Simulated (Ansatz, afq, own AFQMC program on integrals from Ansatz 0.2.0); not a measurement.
## CH6Ge, triplet in cc-pVDZ, levels against CCSDT(Q)

| atom | x (Å) | y (Å) | z (Å) |
| --- | --- | --- | --- |
| Ge | -0.4799 | 0.0000 | 0.0000 |
| H | -0.9913 | 1.4466 | 0.0000 |
| H | -0.9913 | -0.7233 | 1.2528 |
| H | -0.9913 | -0.7233 | -1.2528 |
| H | 1.2291 | 0.0000 | 0.0000 |
| C | 2.5511 | 0.0000 | 0.0000 |
| H | 2.9656 | 0.0000 | 0.9962 |
| H | 2.9656 | 0.0000 | -0.9962 |

Basis cc-pVDZ. Noble-gas cores (and the filled d shells of Ga–Kr and In–Xe) are frozen. AFQMC by an in-house program on the Cholesky factors that Ansatz 0.2.0 writes for its CCSD(T) run. ph-AFQMC/CISD is guided by a CISD state made of CCSD amplitudes; releasing the constraint for a short imaginary time cuts its bias at the price of noise, slowly where states lie close. Uncertainties: one standard error, sampling alone. No spin–orbit coupling.

Determinant: UHF, the one that the program's search chose, which needn't be the lowest solution. The geometry is a point of a scan.

No full CI on the walks' own integrals is used here; CCSDT(Q) serves as the reference and is uncertain by about the last step of the cluster series.

Cautions: no relativity below Rb; no spin-orbit coupling; inner d shell frozen; lower spins were not checked.

* T1 diagnostic: 0.0141
* weight of the determinant in the CISD state: 0.870
* ⟨S²⟩ of the determinant: 2.043
* size of the correlated space: 14 electrons in 56 orbitals

```
  level  correlation energy (eV)
    MP2                  -6.1359
   CCSD                  -7.4809
CCSD(T)                  -7.6427
```

Question: Estimate where phaseless AFQMC with a CISD trial lies against CCSD(T) on the same integrals.

Answer: 1.30 ± 0.13 mEh below CCSD(T).

Reference: CCSDT(Q), correlation energy -7.681 eV. The released energy is read at 2.40 1/Eh (meV from the phaseless value at times in 1/Eh: 2 ± 3 at 0.24, 0.0 ± 2.4 at 0.51, -3 ± 3 at 0.99, 0.3 ± 2.5 at 1.62, -7 ± 5 at 2.40).

```json
{"level": "CCSD(T)", "E − E(reference) (mEh)": "1.42", "share of correlation (%)": "99.50"}
{"level": "CCSDT", "E − E(reference) (mEh)": "0.26", "share of correlation (%)": "99.91"}
{"level": "ph-AFQMC/CISD", "E − E(reference) (mEh)": "0.11 ± 0.13", "share of correlation (%)": "99.96"}
{"level": "released AFQMC", "E − E(reference) (mEh)": "-0.14 ± 0.17", "share of correlation (%)": "100.05"}
```

A walk keeps the symmetry of its determinant, which the program's search chose and which needn't be the lowest solution, so a lower state of the same spin and another symmetry isn't excluded. Released energies are given only where the last usable release times agree within the noise; a slower fall can still hide under it.
